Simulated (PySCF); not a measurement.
A geometry optimisation on `Oc1nncs1`.

Computed with PBE0/def2-SVP geometry optimisation, gas phase (PySCF 2.14.0). Start geometry: GFN2-xTB. A driver script takes a list of jobs; this job's settings line and coordinates (Å) are shown.

Input:
```
{"job": {"xc": "PBE0", "basis": "def2-SVP", "grid": 1, "kind": "geom"}, "charge": 0, "multiplicity": 1}
O      2.113244    -0.226169     0.473371
C      0.799048    -0.213051     0.379308
N      0.089760    -1.231822     0.060191
N     -1.211637    -0.988628     0.028231
C     -1.532843     0.210998     0.318170
S     -0.177885     1.243901     0.688271
H      2.467513     0.636136     0.722962
H     -2.538143     0.578047     0.339766
```

Q: What does the run print?

A: 
```
step   0  E = -659.54124934  max force = 0.020761
step   1  E = -659.54267705  max force = 0.005375
step   2  E = -659.54267832  max force = 0.002478
step   3  E = -659.54273682  max force = 0.000646
step   4  E = -659.54273841  max force = 0.000266
optimisation converged
```

Energies in Eh; «max force» is the largest Cartesian gradient component in Eh/bohr.

Q: Give the first gradient maximum in eV/Å.

A: With 1 Eh/bohr = 51.422 eV/Å, 1.068 eV/Å.

Summary of the converged run: final energy -659.54274 Eh after 4 steps; dipole 4.63 D.

Q: Where do the atoms end?

A: 0.015 Å rms from the input after alignment:
```
atom  x, y, z in Å
O1     2.0423   -0.2235    0.4127
C2     0.7182   -0.1886    0.3378
N3     0.0200   -1.2327    0.0308
N4    -1.3021   -0.9879    0.0074
C5    -1.6152    0.2304    0.2960
S6    -0.2430    1.2465    0.6383
H7     2.3971    0.6395    0.6506
H8    -2.6378    0.6097    0.3265
```

Q: How long does this job take on one thread of an Arm Neoverse V1, shared host with 32 logical CPUs at a one-minute load of 15? And the peak memory of the process?

A: About 13 s, with 0.48 GiB resident at the peak, the Python interpreter and its libraries included.
Labels such as C1 count atoms from 1, the log's own numbers from 0.
